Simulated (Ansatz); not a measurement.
Ansatz (a program for electronic structure) input (B3LYP-D3(BJ)/def2-TZVP):

Ansatz 0.2 input:
```yaml
crystal:
  periodic: [false, false, false]
  atoms:
    - {symbol: C, position_ang: [-0.00717952, -0.17649498, 1.18877778]}
    - {symbol: N, position_ang: [0.04667122, 0.63032333, 0.00383616]}
    - {symbol: C, position_ang: [-0.01782633, -0.16122431, -1.19083315]}
    - {symbol: H, position_ang: [0.82239004, -0.89994531, 1.21610482]}
    - {symbol: H, position_ang: [0.04344444, 0.44786648, 2.08044412]}
    - {symbol: H, position_ang: [-0.93390440, -0.76995637, 1.22479698]}
    - {symbol: H, position_ang: [0.81142397, -0.88421671, -1.23486430]}
    - {symbol: H, position_ang: [0.02485300, 0.47453211, -2.07483039]}
    - {symbol: H, position_ang: [-0.94487047, -0.75422777, -1.22617215]}
basis:
  gaussian:
    orbitals: def2-TZVP
hamiltonian:
  xc: b3lyp
  dispersion: d3bj
magnetization: {spin_polarized: true, initial_magnetization: 1}
phonons: {temperatures: {t_min: 298.15, t_max: 298.15, t_step: 100}}
```

Output:

```
Functional definition: B3LYP
integrals: 0.03 GiB planned
779 factors; their error is unknown
mean field: 0.50 GiB planned
mean field evaluation 1: about -3654.3170 eV, gradient 4.0e1 eV
mean field evaluation 2: about -3650.5950 eV, gradient 4.7e1 eV
mean field evaluation 4: about -3661.6580 eV, gradient 3.1e0 eV
mean field evaluation 8: about -3661.6813 eV, gradient 4.4e-2 eV
mean field evaluation 16: about -3661.6813 eV, gradient 4.4e-6 eV
mean field -3661.68127060 eV, -134.5643047178 hartree, gradient 4.2e-6 eV, S^2 0.754172; 0 other end points of the search recorded, 0 dependent functions left out
the calculation of the forces begins
reference -3661.68150502 eV, -134.5643133325 hartree; 13, 12 occupied and 116, 117 virtual orbitals, 779 factors
these checks for a lower state are left out or cut short: stability, starts, cluster_reference, orbital_swaps, neighbouring_geometries, increment
integrals: 0.03 GiB planned
779 factors; their error is unknown
mean field: 0.50 GiB planned
mean field -3661.68112213 eV, -134.5642992615 hartree, gradient 1.9e-6 eV, S^2 0.754179; 0 other end points of the search recorded, 0 dependent functions left out
the calculation of the forces begins
reference -3661.68135658 eV, -134.5643078777 hartree; 13, 12 occupied and 116, 117 virtual orbitals, 779 factors
these checks for a lower state are left out or cut short: stability, starts, cluster_reference, orbital_swaps, neighbouring_geometries, increment
integrals: 0.03 GiB planned
779 factors; their error is unknown
mean field: 0.50 GiB planned
mean field evaluation 32: about -3661.6811 eV, gradient 1.6e-6 eV
mean field -3661.68111838 eV, -134.5642991238 hartree, gradient 1.9e-6 eV, S^2 0.754164; 0 other end points of the search recorded, 0 dependent functions left out
the calculation of the forces begins
reference -3661.68135276 eV, -134.5643077371 hartree; 13, 12 occupied and 116, 117 virtual orbitals, 779 factors
these checks for a lower state are left out or cut short: stability, starts, cluster_reference, orbital_swaps, neighbouring_geometries, increment
integrals: 0.03 GiB planned
779 factors; their error is unknown
mean field: 0.50 GiB planned
mean field -3661.68113884 eV, -134.5642998759 hartree, gradient 2.8e-6 eV, S^2 0.754171; 0 other end points of the search recorded, 0 dependent functions left out
the calculation of the forces begins
reference -3661.68137317 eV, -134.5643084871 hartree; 13, 12 occupied and 116, 117 virtual orbitals, 779 factors
these checks for a lower state are left out or cut short: stability, starts, cluster_reference, orbital_swaps, neighbouring_geometries, increment
integrals: 0.03 GiB planned
779 factors; their error is unknown
mean field: 0.50 GiB planned
mean field -3661.68109629 eV, -134.5642983122 hartree, gradient 2.7e-6 eV, S^2 0.754172; 0 other end points of the search recorded, 0 dependent functions left out
the calculation of the forces begins
reference -3661.68133081 eV, -134.5643069305 hartree; 13, 12 occupied and 116, 117 virtual orbitals, 779 factors
these checks for a lower state are left out or cut short: stability, starts, cluster_reference, orbital_swaps, neighbouring_geometries, increment
integrals: 0.03 GiB planned
779 factors; their error is unknown
mean field: 0.51 GiB planned
mean field -3661.68119684 eV, -134.5643020072 hartree, gradient 2.9e-6 eV, S^2 0.754171; 0 other end points of the search recorded, 0 dependent functions left out
the calculation of the forces begins
reference -3661.68143120 eV, -134.5643106199 hartree; 13, 12 occupied and 116, 117 virtual orbitals, 779 factors
these checks for a lower state are left out or cut short: stability, starts, cluster_reference, orbital_swaps, neighbouring_geometries, increment
integrals: 0.03 GiB planned
779 factors; their error is unknown
mean field: 0.50 GiB planned
mean field -3661.68119121 eV, -134.5643018003 hartree, gradient 2.9e-6 eV, S^2 0.754172; 0 other end points of the search recorded, 0 dependent functions left out
the calculation of the forces begins
reference -3661.68142568 eV, -134.5643104170 hartree; 13, 12 occupied and 116, 117 virtual orbitals, 779 factors
these checks for a lower state are left out or cut short: stability, starts, cluster_reference, orbital_swaps, neighbouring_geometries, increment
integrals: 0.03 GiB planned
779 factors; their error is unknown
mean field: 0.50 GiB planned
mean field evaluation 64: about -3661.6949 eV, gradient 2.2e-4 eV
mean field -3661.68121865 eV, -134.5643028086 hartree, gradient 2.0e-6 eV, S^2 0.754173; 0 other end points of the search recorded, 0 dependent functions left out
the calculation of the forces begins
reference -3661.68145311 eV, -134.5643114248 hartree; 13, 12 occupied and 116, 117 virtual orbitals, 779 factors
these checks for a lower state are left out or cut short: stability, starts, cluster_reference, orbital_swaps, neighbouring_geometries, increment
integrals: 0.03 GiB planned
779 factors; their error is unknown
mean field: 0.50 GiB planned
mean field -3661.68120272 eV, -134.5643022232 hartree, gradient 2.0e-6 eV, S^2 0.754170; 0 other end points of the search recorded, 0 dependent functions left out
the calculation of the forces begins
reference -3661.68143710 eV, -134.5643108365 hartree; 13, 12 occupied and 116, 117 virtual orbitals, 779 factors
these checks for a lower state are left out or cut short: stability, starts, cluster_reference, orbital_swaps, neighbouring_geometries, increment
integrals: 0.03 GiB planned
779 factors; their error is unknown
mean field: 0.50 GiB planned
mean field -3661.68121720 eV, -134.5643027556 hartree, gradient 2.4e-6 eV, S^2 0.754168; 0 other end points of the search recorded, 0 dependent functions left out
the calculation of the forces begins
reference -3661.68145160 eV, -134.5643113695 hartree; 13, 12 occupied and 116, 117 virtual orbitals, 779 factors
these checks for a lower state are left out or cut short: stability, starts, cluster_reference, orbital_swaps, neighbouring_geometries, increment
integrals: 0.03 GiB planned
779 factors; their error is unknown
mean field: 0.50 GiB planned
mean field -3661.68122865 eV, -134.5643031764 hartree, gradient 2.5e-6 eV, S^2 0.754175; 0 other end points of the search recorded, 0 dependent functions left out
the calculation of the forces begins
reference -3661.68146309 eV, -134.5643117919 hartree; 13, 12 occupied and 116, 117 virtual orbitals, 779 factors
these checks for a lower state are left out or cut short: stability, starts, cluster_reference, orbital_swaps, neighbouring_geometries, increment
integrals: 0.03 GiB planned
779 factors; their error is unknown
mean field: 0.50 GiB planned
mean field evaluation 96: about -3661.6813 eV, gradient 2.1e-6 eV
mean field -3661.68127309 eV, -134.5643048094 hartree, gradient 2.2e-6 eV, S^2 0.754172; 0 other end points of the search recorded, 0 dependent functions left out
the calculation of the forces begins
reference -3661.68150754 eV, -134.5643134254 hartree; 13, 12 occupied and 116, 117 virtual orbitals, 779 factors
these checks for a lower state are left out or cut short: stability, starts, cluster_reference, orbital_swaps, neighbouring_geometries, increment
integrals: 0.03 GiB planned
779 factors; their error is unknown
mean field: 0.51 GiB planned
mean field -3661.68123733 eV, -134.5643034952 hartree, gradient 2.2e-6 eV, S^2 0.754171; 0 other end points of the search recorded, 0 dependent functions left out
the calculation of the forces begins
reference -3661.68147171 eV, -134.5643121087 hartree; 13, 12 occupied and 116, 117 virtual orbitals, 779 factors
these checks for a lower state are left out or cut short: stability, starts, cluster_reference, orbital_swaps, neighbouring_geometries, increment
integrals: 0.03 GiB planned
779 factors; their error is unknown
mean field: 0.50 GiB planned
mean field -3661.68122945 eV, -134.5643032058 hartree, gradient 1.9e-6 eV, S^2 0.754171; 0 other end points of the search recorded, 0 dependent functions left out
the calculation of the forces begins
reference -3661.68146392 eV, -134.5643118220 hartree; 13, 12 occupied and 116, 117 virtual orbitals, 779 factors
these checks for a lower state are left out or cut short: stability, starts, cluster_reference, orbital_swaps, neighbouring_geometries, increment
integrals: 0.03 GiB planned
779 factors; their error is unknown
mean field: 0.50 GiB planned
mean field -3661.68121851 eV, -134.5643028037 hartree, gradient 1.9e-6 eV, S^2 0.754172; 0 other end points of the search recorded, 0 dependent functions left out
the calculation of the forces begins
reference -3661.68145289 eV, -134.5643114169 hartree; 13, 12 occupied and 116, 117 virtual orbitals, 779 factors
these checks for a lower state are left out or cut short: stability, starts, cluster_reference, orbital_swaps, neighbouring_geometries, increment
integrals: 0.03 GiB planned
779 factors; their error is unknown
mean field: 0.51 GiB planned
mean field -3661.68123888 eV, -134.5643035523 hartree, gradient 2.1e-6 eV, S^2 0.754172; 0 other end points of the search recorded, 0 dependent functions left out
the calculation of the forces begins
reference -3661.68147336 eV, -134.5643121690 hartree; 13, 12 occupied and 116, 117 virtual orbitals, 779 factors
these checks for a lower state are left out or cut short: stability, starts, cluster_reference, orbital_swaps, neighbouring_geometries, increment
integrals: 0.03 GiB planned
779 factors; their error is unknown
mean field: 0.50 GiB planned
mean field evaluation 128: about -3661.6946 eV, gradient 3.1e-1 eV
mean field -3661.68121409 eV, -134.5643026411 hartree, gradient 2.0e-6 eV, S^2 0.754172; 0 other end points of the search recorded, 0 dependent functions left out
the calculation of the forces begins
reference -3661.68144846 eV, -134.5643112540 hartree; 13, 12 occupied and 116, 117 virtual orbitals, 779 factors
Total energy: -3661.88668987 eV, -134.5718537366 hartree
Atom 0 at    -0.007180    -0.176495     1.188778 Å, force     0.000043     0.000545     0.000584 eV/Å
Atom 1 at     0.046671     0.630323     0.003836 Å, force    -0.000145    -0.001960    -0.000012 eV/Å
Atom 2 at    -0.017826    -0.161224    -1.190833 Å, force     0.000038     0.000553    -0.000577 eV/Å
Atom 3 at     0.822390    -0.899945     1.216105 Å, force     0.000141    -0.000009    -0.000496 eV/Å
Atom 4 at     0.043444     0.447866     2.080444 Å, force     0.000028     0.000441    -0.000925 eV/Å
Atom 5 at    -0.933904    -0.769956     1.224797 Å, force    -0.000145     0.000012    -0.000495 eV/Å
Atom 6 at     0.811424    -0.884217    -1.234864 Å, force     0.000145    -0.000016     0.000495 eV/Å
Atom 7 at     0.024853     0.474532    -2.074830 Å, force     0.000036     0.000429     0.000930 eV/Å
Atom 8 at    -0.944870    -0.754228    -1.226172 Å, force    -0.000141     0.000005     0.000496 eV/Å
Dipole moment:    -0.026657    -0.360019    -0.002191 e Å
Vibrations: 87.23 134.29 434.83 916.38 932.53 1011.31 1020.97 1209.21 1210.47 1391.49 1411.97 1463.74 1470.55 1488.88 1489.73 2937.51 2948.12 2973.11 2980.25 3096.31 3097.43 cm⁻¹, zero-point energy 2.089525 eV
```

It need not be the lowest isomer of its formula.
